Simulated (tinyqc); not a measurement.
Ways to converge the cycle: SCF convergence aids in the sto-6g basis, for NH3, spin multiplicity 1. Computed by the program tinyqc with PySCF. RHF with one setting changed at a time; a run stops when the energy changes by less than 1e-09 hartree and the error matrix is below 1e-5. The start is the Wolfsberg-Helmholz matrix. Damping d keeps d of the old density; a shift (hartree) raises the virtual levels; DIIS n extrapolates F over n matrices.

Geometry (angstrom):
```
atom        x        y       z
N      0.0000   0.0000  0.4600
H      0.8200   0.0000  0.0000
H     -0.4100   0.7100  0.0000
H     -0.4100  -0.7100  0.0000
```

lowest restricted solution found by these runs and by PySCF = -55.954146 hartree

Largest element of the error matrix X^T (FDS - SDF) X:
```
iteration    plain  damping 0.3  damping 0.6  shift 0.4   DIIS 3   DIIS 8
1          3.7e-01      3.7e-01      3.7e-01    3.7e-01  3.7e-01  3.7e-01
2          7.9e-02      1.4e-01      2.4e-01    9.0e-02  7.9e-02  7.9e-02
3          2.2e-02      5.2e-02      1.5e-01    4.7e-02  1.9e-02  1.9e-02
4          8.0e-03      2.8e-02      9.9e-02    2.4e-02  4.6e-03  4.6e-03
5          3.0e-03      1.5e-02      6.3e-02    1.3e-02  1.0e-03  7.8e-04
6          1.1e-03      8.6e-03      4.0e-02    6.6e-03  1.3e-04  4.9e-06
8          1.6e-04      2.7e-03      2.1e-02    1.9e-03  4.4e-06        -
10         2.4e-05      8.4e-04      1.1e-02    5.4e-04        -        -
14               -      8.5e-05      3.6e-03    4.7e-05        -        -
20               -            -      6.2e-04          -        -        -
30               -            -      3.5e-05          -        -        -
```

How each run ends:
```
run          iterations  E (hartree)         state
plain                11    -55.95415  lowest found
damping 0.3          19    -55.95415  lowest found
damping 0.6          39    -55.95415  lowest found
shift 0.4            17    -55.95415  lowest found
DIIS 3                8    -55.95415  lowest found
DIIS 8                7    -55.95415  lowest found
```

What does the comparison show, and why?

6 of 6 runs reach the lowest restricted solution found, in 7 to 39 iterations (fastest: DIIS 8). Plain steps already contract here, so damping only slows them. DIIS 3 and DIIS 8 gain by cancelling the error over several earlier matrices, much as a quasi-Newton step does.
